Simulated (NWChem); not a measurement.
System: fluoromethane (CH$_{3}$F); SMILES CF

Computed with NWChem. Each level has its own optimisation; frequencies are unscaled.

For level Hartree-Fock/3-21G:

```
Item                               Result
---------------------------------  ------
highest harmonic frequency (cm⁻¹)    3294
lowest (cm⁻¹)                        1141
zero-point energy (kcal/mol)         26.5
dipole (D)                           2.34
```

Estimate the same quantities for level Hartree-Fock/STO-3G.

The highest harmonic frequency (cm⁻¹) is 3684, the lowest (cm⁻¹) is 1329 and the zero-point energy (kcal/mol) is 29.0. The dipole (D) is 1.15.
